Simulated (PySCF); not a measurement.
**MgS with other numerical set-ups**

Aim: see how much the energy and properties of MgS depend on the numerical set-up.

Method: each script names its method and basis; program: PySCF 2.14.0.

2 further runs of the same task are left out: 2 that didn't finish.

### 1 Where the work starts

MgS: 2 atoms, charge 0, spin multiplicity 1.

Bond lengths: Mg1–S2 1.958 Å.

### 2 Base script

input.py reads:

```python
from pyscf import gto, dft

mol = gto.M(
    atom='Mg 0 0 0; S 0 0 1.958',
    basis='3-21g',
    charge=0,
    spin=0,
    symmetry=True,
    verbose=3,
)
mf = dft.RKS(mol, xc='pw6b95')
mf = mf.density_fit(auxbasis='def2-universal-jkfit')
mf.kernel()
mf.analyze()
print('orbital energies (hartree):', mf.mo_energy[..., max(0, mol.nelec[1]-3):mol.nelec[0]+3].round(4))
```

Launch:

```bash
OMP_NUM_THREADS=1 python input.py
```

Its log is not repeated here.

In short: E(SCF) = -595.626965 Eh, μ = 7.25 D.

The bond length is a typed value, not an optimised one.

### 3 Integration grid (20, 50)

Variant 1 changes integration grid: default → (20, 50).

input.py reads:

```python
from pyscf import gto, dft

mol = gto.M(
    atom='Mg 0 0 0; S 0 0 1.958',
    basis='3-21g',
    charge=0,
    spin=0,
    symmetry=True,
    verbose=3,
)
mf = dft.RKS(mol, xc='pw6b95')
mf = mf.density_fit(auxbasis='def2-universal-jkfit')
mf.grids.atom_grid = (20, 50)
mf.kernel()
mf.analyze()
print('orbital energies (hartree):', mf.mo_energy[..., max(0, mol.nelec[1]-3):mol.nelec[0]+3].round(4))
```

Launch:

```bash
OMP_NUM_THREADS=1 python input.py
```

### 4 Pcseg-1

Variant 2 changes basis set: 3-21g → pcseg-1.

input.py, as its differences from that of step 2:

```diff
@@ -4,3 +4,3 @@
     atom='Mg 0 0 0; S 0 0 1.958',
-    basis='3-21g',
+    basis='pcseg-1',
     charge=0,
```

### 5 Integration grid 0

Variant 3 changes integration grid: default → 0.

input.py, as its differences from that of step 2:

```diff
@@ -12,2 +12,3 @@
 mf = mf.density_fit(auxbasis='def2-universal-jkfit')
+mf.grids.level = 0
 mf.kernel()
```

### 6 Cartesian functions on

Variant 4 changes Cartesian functions: off → on.

input.py, as its differences from that of step 2:

```diff
@@ -8,2 +8,3 @@
     symmetry=True,
+    cart=True,
     verbose=3,
```

### 7 Density fitting none

Variant 5 changes density fitting: def2-universal-jkfit → none.

input.py, as its differences from that of step 2:

```diff
@@ -11,3 +11,2 @@
 mf = dft.RKS(mol, xc='pw6b95')
-mf = mf.density_fit(auxbasis='def2-universal-jkfit')
 mf.kernel()
```

### 8 Density fitting auto

Variant 6 changes density fitting: def2-universal-jkfit → auto.

input.py, as its differences from that of step 2:

```diff
@@ -11,3 +11,3 @@
 mf = dft.RKS(mol, xc='pw6b95')
-mf = mf.density_fit(auxbasis='def2-universal-jkfit')
+mf = mf.density_fit()
 mf.kernel()
```

Q: Predict the outcome of this session. Wanted: for each run, E(SCF); from base; gap; SCF dipole.

**Answer**, as computed:

```tsv
run	E(SCF) (hartree)	from base (eV)	gap (eV)	SCF dipole (D)	functions
base	-595.626965	0	2.69	7.25	26
integration grid (20, 50) (poor choice)	-595.612145	+0.4033	2.63	7.30	26
pcseg-1	-598.722226	-84.2264	2.69	7.77	28
integration grid 0 (poor choice)	-595.614541	+0.3381	2.65	7.27	26
Cartesian functions on	-595.626953	+0.0003	2.69	7.25	n/a
density fitting none	-595.626877	+0.0024	2.69	7.25	26
density fitting auto	-595.626965	0.0000	2.69	7.25	26
```

What this shows: No change of the SCF energy comes from density fitting auto. Of the runs whose energies can be compared, “pcseg-1” moves the SCF energy most (-84.226 eV). pcseg-1 (28 functions) gives an energy 84.23 eV lower than 3-21g (26). Rows marked «poor choice» come from settings spoiled on purpose.
